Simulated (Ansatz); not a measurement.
# bcc Ba

All values below come from r²SCAN (Ansatz, an electronic-structure program, plane waves, PAW).

Run with plane-wave cutoff 560 eV, 16×16×16 k mesh, Fermi–Dirac smearing 0.05 eV, scalar-relativistic PAW data made under PBE.

Cell: relaxed at this level.

```yaml
equilibrium_volume_per_atom: 65.17 Å³/atom
bulk modulus B0: 8.39 GPa
lattice_constant_a: 5.070 Å
band_gap: zero (no gap)
pressure derivative B′ of the bulk modulus: 2.5
```

Measured, for comparison: equilibrium volume per atom 62.31 Å³/atom (low-temperature or extrapolated to 0 K; zero-point anharmonic expansion removed; as tabulated in Csonka et al. (2009), arXiv:0903.4037); bulk modulus 9.34 GPa (corrected for temperature and zero-point phonon effects, our sources range from 9.34 to 10.6; as tabulated in Levämäki et al. (2014), arXiv:1402.3671); lattice constant a 4.995 Å (low-temperature or extrapolated to 0 K; zero-point anharmonic expansion removed, our sources range from 4.995 to 5.004; as tabulated in Csonka et al. (2009), arXiv:0903.4037). Computed (rounded) less measured: equilibrium volume per atom +4.6 %, bulk modulus -10 % (-10 % to -21 % over the range), lattice constant a +1.5 % (+1.3 % to +1.5 % over the range).

Spin–orbit coupling is not included.

Static lattice: no zero-point or thermal effects.
